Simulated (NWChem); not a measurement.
All runs are NWChem calculations. System: CH (+1), charge 1, spin multiplicity 1, at a geometry optimised with PBE0/def2-SVP. The structure started from a generated list of species. Level: TD-PBE/6-31G* (spherical d).

Output (cleaned and shortened):

```
             Northwest Computational Chemistry Package (NWChem) 7.3.0
             --------------------------------------------------------

                                NWChem Input Module
                                -------------------

 Scaling coordinates for geometry "geometry" by  1.889725989
 (inverse scale =  0.529177249)

                             Geometry "geometry" -> ""
                             -------------------------

 Output coordinates in angstroms (scale by  1.889725989 to convert to a.u.)

  No.       Tag          Charge          X              Y              Z
 ---- ---------------- ---------- -------------- -------------- --------------
    1 C                    6.0000     0.00000000     0.00000000     0.16389100
    2 H                    1.0000     0.00000000     0.00000000    -0.98334800

 Effective nuclear repulsion energy (a.u.)       2.7675693504

            Nuclear Dipole moment (a.u.)
            ----------------------------
        X                 Y               Z
 ---------------- ---------------- ----------------
     0.0000000000     0.0000000000    -0.0000037795


 Summary of "ao basis" -> "" (spherical)
 ------------------------------------------------------------------------------
       Tag                 Description            Shells   Functions and Types
 ---------------- ------------------------------  ------  ---------------------
 *                           6-31g*                   on all atoms

  pbe96 is a nonlocal functional; adding pw91lda local functional.

                                 NWChem DFT Module
                                 -----------------

 Summary of "ao basis" -> "ao basis" (spherical)
 ------------------------------------------------------------------------------
       Tag                 Description            Shells   Functions and Types
 ---------------- ------------------------------  ------  ---------------------
 C                           6-31g*                  6       14   3s2p1d
 H                           6-31g*                  2        2   2s

 Summary of "ao basis" -> "ao basis" (spherical)
 ------------------------------------------------------------------------------
       Tag                 Description            Shells   Functions and Types
 ---------------- ------------------------------  ------  ---------------------
 C                           6-31g*                  6       14   3s2p1d
 H                           6-31g*                  2        2   2s

            General Information
            -------------------
          SCF calculation type: DFT
          Wavefunction type:  closed shell.
          No. of atoms     :     2
          No. of electrons :     6
           Alpha electrons :     3
            Beta electrons :     3
          Charge           :     1
          Spin multiplicity:     1
          Use of symmetry is: off; symmetry adaption is: off
          Maximum number of iterations: 100
          AO basis - number of functions:    16
                     number of shells:     8
          Convergence on energy requested:  1.00D-06
          Convergence on density requested:  1.00D-05
          Convergence on gradient requested:  5.00D-04

              XC Information
              --------------
          PerdewBurkeErnzerhof Exchange Functional  1.000
            Perdew 1991 LDA Correlation Functional  1.000 local
           PerdewBurkeErnz. Correlation Functional  1.000 non-local

             Grid Information
             ----------------
          Grid used for XC integration:  medium
          Radial quadrature: Mura-Knowles
          Angular quadrature: Lebedev.
          Tag              B.-S. Rad. Rad. Pts. Rad. Cut. Ang. Pts.
          ---              ---------- --------- --------- ---------
          C                   0.70       49           6.0       434
          H                   0.35       45           6.0       434
          Grid pruning is: on
          Number of quadrature shells:    94
          Spatial weights used:  Erf1

          Convergence Information
          -----------------------
          Convergence aids based upon iterative change in
          total energy or number of iterations.
[...]
     Occ.    2  a   ---  Virt.    5  a    0.10120 Y
     Occ.    3  a   ---  Virt.    5  a   -0.10789 X
     Occ.    3  a   ---  Virt.    5  a    0.07804 Y
     Occ.    3  a   ---  Virt.   12  a   -0.05478 X
  ----------------------------------------------------------------------------
  Root   5 singlet a              0.493239112 a.u.               13.4217 eV
  ----------------------------------------------------------------------------
     Transition Moments    X -0.00000   Y  0.00000   Z -1.25934
     Transition Moments   XX  0.08848  XY -0.00000  XZ -0.00000
     Transition Moments   YY  0.08848  YZ  0.00000  ZZ  1.07976
     Dipole Oscillator Strength                    0.5214964575
     Electric Quadrupole                           0.0000002093
     Magnetic Dipole                               0.0000000000
     Total Oscillator Strength                     0.5214966668

          sigma_e =   1.3637 Angstrom
          sigma_h =   0.9507 Angstrom
         |d_h->e| =   1.3017 Angstrom
            d_exc =   2.0977 Angstrom
            d_CD1 =   1.7147 Angstrom
            d_CD2 =   0.1444 Angstrom
            d_CD3 =   3.3994 Angstrom
     Pearson C.C. =   0.0221

     Occ.    2  a   ---  Virt.    6  a    0.10908 X
     Occ.    3  a   ---  Virt.    6  a    0.98850 X
     Occ.    3  a   ---  Virt.    6  a   -0.06454 Y
     Occ.    3  a   ---  Virt.    9  a    0.05103 X
     Occ.    3  a   ---  Virt.   10  a    0.10591 X
  ----------------------------------------------------------------------------
  Root   6 singlet a              0.806036973 a.u.               21.9334 eV
  ----------------------------------------------------------------------------
     Transition Moments    X -0.16385   Y  0.03252   Z  0.00000
     Transition Moments   XX  0.00000  XY -0.00000  XZ -0.81345
     Transition Moments   YY  0.00000  YZ  0.16145  ZZ -0.00000
     Dipole Oscillator Strength                    0.0149947108
     Electric Quadrupole                           0.0000019179
     Magnetic Dipole                               0.0000002578
     Total Oscillator Strength                     0.0149968866

          sigma_e =   1.4347 Angstrom
          sigma_h =   0.9916 Angstrom
         |d_h->e| =   0.0622 Angstrom
            d_exc =   1.7452 Angstrom
            d_CD1 =   0.5053 Angstrom
            d_CD2 =  -1.1509 Angstrom
            d_CD3 =   1.8074 Angstrom
     Pearson C.C. =  -0.0001

     Occ.    3  a   ---  Virt.    8  a    0.99924 X
  ----------------------------------------------------------------------------
  Root   7 singlet a              0.806036973 a.u.               21.9334 eV
  ----------------------------------------------------------------------------
     Transition Moments    X -0.03252   Y -0.16385   Z -0.00000
     Transition Moments   XX -0.00000  XY  0.00000  XZ -0.16145
     Transition Moments   YY -0.00000  YZ -0.81345  ZZ  0.00000
     Dipole Oscillator Strength                    0.0149947108
     Electric Quadrupole                           0.0000019179
     Magnetic Dipole                               0.0000002578
     Total Oscillator Strength                     0.0149968866

          sigma_e =   1.4347 Angstrom
          sigma_h =   0.9916 Angstrom
         |d_h->e| =   0.0622 Angstrom
            d_exc =   1.7452 Angstrom
            d_CD1 =   0.5053 Angstrom
            d_CD2 =  -1.1509 Angstrom
            d_CD3 =   1.8074 Angstrom
     Pearson C.C. =  -0.0001

     Occ.    3  a   ---  Virt.    7  a    0.99924 X
  ----------------------------------------------------------------------------
  Root   8 singlet a              0.808750640 a.u.               22.0072 eV
  ----------------------------------------------------------------------------
     Transition Moments    X  0.00000   Y -0.00000   Z  0.75288
     Transition Moments   XX  0.08901  XY -0.00000  XZ  0.00000
     Transition Moments   YY  0.08901  YZ -0.00000  ZZ -1.46896
     Dipole Oscillator Strength                    0.3056151548
     Electric Quadrupole                           0.0000022791
     Magnetic Dipole                               0.0000000000
     Total Oscillator Strength                     0.3056174339

          sigma_e =   1.4707 Angstrom
          sigma_h =   0.8553 Angstrom
         |d_h->e| =   0.4978 Angstrom
            d_exc =   1.7527 Angstrom
            d_CD1 =   1.1132 Angstrom
            d_CD2 =  -0.6652 Angstrom
            d_CD3 =   2.2504 Angstrom
     Pearson C.C. =   0.0279

     Occ.    2  a   ---  Virt.    6  a    0.93908 X
     Occ.    2  a   ---  Virt.   11  a   -0.06423 X
     Occ.    3  a   ---  Virt.    6  a   -0.08098 X
     Occ.    3  a   ---  Virt.    9  a   -0.32181 X
     Occ.    3  a   ---  Virt.   11  a    0.05554 X
  ----------------------------------------------------------------------------
  Root   9 singlet a              0.926008540 a.u.               25.1980 eV
  ----------------------------------------------------------------------------
     Transition Moments    X -0.00000   Y  0.00000   Z -0.50324
     Transition Moments   XX -0.32169  XY -0.00000  XZ  0.00000
     Transition Moments   YY -0.32169  YZ -0.00000  ZZ -2.22959
     Dipole Oscillator Strength                    0.1563427639
     Electric Quadrupole                           0.0000051306
     Magnetic Dipole                               0.0000000000
     Total Oscillator Strength                     0.1563478945

          sigma_e =   1.4921 Angstrom
          sigma_h =   0.9641 Angstrom
         |d_h->e| =   0.0722 Angstrom
            d_exc =   1.7503 Angstrom
            d_CD1 =   0.6002 Angstrom
            d_CD2 =  -1.1559 Angstrom
            d_CD3 =   1.8225 Angstrom
     Pearson C.C. =   0.0339

     Occ.    2  a   ---  Virt.    6  a    0.26195 X
     Occ.    2  a   ---  Virt.   10  a   -0.12982 X
     Occ.    2  a   ---  Virt.   11  a   -0.06471 X
     Occ.    3  a   ---  Virt.    9  a    0.83112 X
     Occ.    3  a   ---  Virt.   10  a   -0.46488 X
     Occ.    3  a   ---  Virt.   11  a   -0.06526 X
  ----------------------------------------------------------------------------
  Root  10 singlet a              0.996803617 a.u.               27.1244 eV
  ----------------------------------------------------------------------------
     Transition Moments    X  0.00000   Y -0.00000   Z  0.16098
     Transition Moments   XX -0.48356  XY  0.00000  XZ  0.00000
     Transition Moments   YY -0.48356  YZ -0.00000  ZZ -1.47007
     Dipole Oscillator Strength                    0.0172203162
     Electric Quadrupole                           0.0000017109
     Magnetic Dipole                               0.0000000000
     Total Oscillator Strength                     0.0172220272

          sigma_e =   1.3640 Angstrom
          sigma_h =   1.0099 Angstrom
         |d_h->e| =   0.0913 Angstrom
            d_exc =   1.6742 Angstrom
            d_CD1 =   0.4454 Angstrom
            d_CD2 =  -1.0956 Angstrom
            d_CD3 =   1.7655 Angstrom
     Pearson C.C. =   0.0312

     Occ.    2  a   ---  Virt.    6  a    0.15381 X
     Occ.    2  a   ---  Virt.    9  a   -0.05832 X
     Occ.    2  a   ---  Virt.   10  a   -0.07903 X
     Occ.    2  a   ---  Virt.   11  a   -0.11099 X
     Occ.    3  a   ---  Virt.    6  a   -0.11882 X
     Occ.    3  a   ---  Virt.    9  a    0.42233 X
     Occ.    3  a   ---  Virt.   10  a    0.84436 X
     Occ.    3  a   ---  Virt.   11  a    0.23191 X

              Target root =      1
          Target symmetry = none
      Ground state energy =    -38.013796079404
        Excitation energy =      0.105841382595
     Excited state energy =    -37.907954696808

  stored tddft:energy   -37.907954696808147

 Task  times  cpu:        0.7s     wall:        0.7s

 Total times  cpu:        0.8s     wall:        0.8s
```

Problem. Write an NWChem input that would produce this output.

Solution. This is not unique; one that fits is 
```
start mol
memory heap 200 mb stack 900 mb global 1100 mb
charge 1
geometry units angstroms nocenter noautoz noautosym
  C      0.000000     0.000000     0.163891
  H      0.000000     0.000000    -0.983348
end
basis spherical
  * library 6-31g*
end
dft
  xc xpbe96 cpbe96
  semidirect memsize 60000000 filesize 0
  iterations 100
end
tddft
  rpa
  nroots 10
  notriplet
end
task tddft energy
```
